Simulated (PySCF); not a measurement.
System: rock-salt CaO. Method: MP2 in PySCF (GTH pseudopotentials, Gaussian basis).

The same calculation (at the measured cell, 13.919 Å³/atom) with different numerical settings; throughout: k mesh 2×2×2:

```json
[
 {"run": "1", "basis": "DZ", "correlation energy (eV/atom)": "-3.2388", "total energy (eV/atom)": "-714.1525"},
 {"run": "2", "basis": "TZ", "correlation energy (eV/atom)": "-5.6065", "total energy (eV/atom)": "-716.7880"},
 {"run": "3", "basis": "QZ", "correlation energy (eV/atom)": "-6.9699", "total energy (eV/atom)": "-718.2250"}
]
```

In the column total energy (eV/atom) the first row differs from the last by +4.0725 and the next to last by +1.4370.

The last row is no converged limit: other settings stay fixed.
